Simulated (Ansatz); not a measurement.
`C[SiH2]O` → `[CH2]` (triplet) + silanol  (formal loss of a carbene)

Computed with Ansatz on PBE0-D4/def2-TZVP structures; ΔE is electronic, products minus reactants. CCSD(T)/CBS is the MP2 limit (def2-TZVPP, def2-QZVPP) plus CCSD(T) − MP2 in def2-TZVPP, frozen cores. This one scheme is used for every species. DFT in def2-TZVPP. B3LYP here is the variant with VWN-RPA as its local correlation; programs differ in this. HSE06 is defined as in plane-wave codes. Triplets are unrestricted, without spin–orbit coupling. Each species was taken in one conformer, which may not be the lowest.

`C[SiH2]O`:

Cartesian coordinates in Å:
```
C 0.219 0.755 0.870
Si 0.172 -0.658 -0.343
O -1.251 -0.729 -1.179
H 1.157 0.739 1.433
H -0.606 0.686 1.583
H 0.154 1.721 0.363
H 0.266 -1.958 0.365
H 1.322 -0.525 -1.284
H -1.434 -0.032 -1.809
```

`[CH2]` (triplet):

```xyz
3

C    -0.009   -0.044   -0.272
H     0.688   -0.697    0.228
H    -0.679    0.741    0.044
```

`O[SiH3]`:

Cartesian coordinates in Å:
```
O 0.510 0.359 -1.119
Si -0.253 -0.198 0.230
H 1.235 0.973 -1.002
H 0.681 -0.933 1.127
H -1.313 -1.113 -0.251
H -0.861 0.912 1.015
```

```
              level  ΔE (eV)  difference from CCSD(T)/CBS
        LDA (SPW92)     5.77                         0.76
          revPBE-D4     4.93                        -0.08
            BLYP-D4     4.92                        -0.09
             B97M-V     5.04                         0.03
           B3LYP-D4     4.92                        -0.09
         r2SCANh-D4     4.79                        -0.22
         r2SCAN0-D4     4.76                        -0.25
           HSE06-D4     5.00                        -0.01
       CAM-B3LYP-D4     4.97                        -0.04
            ωB97X-V     5.10                         0.09
             B2PLYP     4.91                        -0.10
             revPBE     4.76                        -0.25
               BLYP     4.79                        -0.22
              B3LYP     4.83                        -0.18
            r2SCANh     4.77                        -0.24
            r2SCAN0     4.74                        -0.27
              HSE06     4.95                        -0.06
          CAM-B3LYP     4.92                        -0.09
        HF/def2-SVP     3.46                        -1.55
       MP2/def2-SVP     4.82                        -0.19
      CCSD/def2-SVP     4.62                        -0.39
   CCSD(T)/def2-SVP     4.70                        -0.31
      HF/def2-TZVPP     3.44                        -1.57
     MP2/def2-TZVPP     5.02                         0.01
 SCS-MP2/def2-TZVPP     5.00                        -0.01
    CCSD/def2-TZVPP     4.76                        -0.25
 CCSD(T)/def2-TZVPP     4.87                        -0.14
      HF/def2-QZVPP     3.44                        -1.57
 SCS-MP2/def2-QZVPP     5.09                         0.08
     CCSD/CBS(def2)     4.89                        -0.12
     HF/cc-pV(D+d)Z     3.40                        -1.61
    MP2/cc-pV(D+d)Z     4.77                        -0.24
CCSD(T)/cc-pV(D+d)Z     4.63                        -0.38
     HF/cc-pV(T+d)Z     3.45                        -1.56
    MP2/cc-pV(T+d)Z     5.03                         0.02
   CCSD/cc-pV(T+d)Z     4.76                        -0.25
CCSD(T)/cc-pV(T+d)Z     4.88                        -0.13
CCSD(T)/cc-pV(Q+d)Z     4.95                        -0.06
         HF/CBS(cc)     3.44                        -1.57
    CCSD(T)/CBS(cc)     5.00                        -0.01
        CCSD(T)/CBS     5.01                            0
```

Largest T1 diagnostic among the species: 0.011.

In def2-TZVPP, CCSD(T) changes the Hartree–Fock value by +1.43 eV (the triples alone add +0.12 eV) and MP2 by +1.58 eV. From PBE to PBE0 (25 % exact exchange), in def2-TZVPP and without D4, ΔE moves by −0.08 eV. At CCSD(T), def2-SVP lies −0.31 eV from the extrapolated value and def2-TZVPP −0.13 eV.
